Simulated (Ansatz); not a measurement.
For zinc-blende CdS (metastable phase), LDA (Ansatz, an electronic-structure program, plane waves, PAW) gives:

* **lattice constant a**: 5.757 Å
* **bulk modulus**: 68.0 GPa
* **enthalpy of formation**: -0.634 eV/atom

Q: What does r²SCAN+rVV10 in Ansatz (plane waves, PAW) give for the same quantities?

A: 
- lattice constant a: 5.850 Å (increases by 1.6 %)
- bulk modulus: 63.1 GPa (decreases by 7.2 %)
- formation enthalpy: -0.783 eV/atom (moves by -0.149 eV/atom)

For comparison: lattice constant a 5.832 Å (measured, room temperature, not corrected to a static lattice, sources range from 5.818 to 5.832; as tabulated in arXiv:1206.3780).

Changes are worked out from the printed values.

Unless a cell is named, each level is at its own relaxed cell (LDA 23.85, r²SCAN+rVV10 25.03 Å³/atom).

Ansatz's density-functional and Hartree–Fock values are scalar-relativistic unless marked +SOC, with PAW data made under PBE.
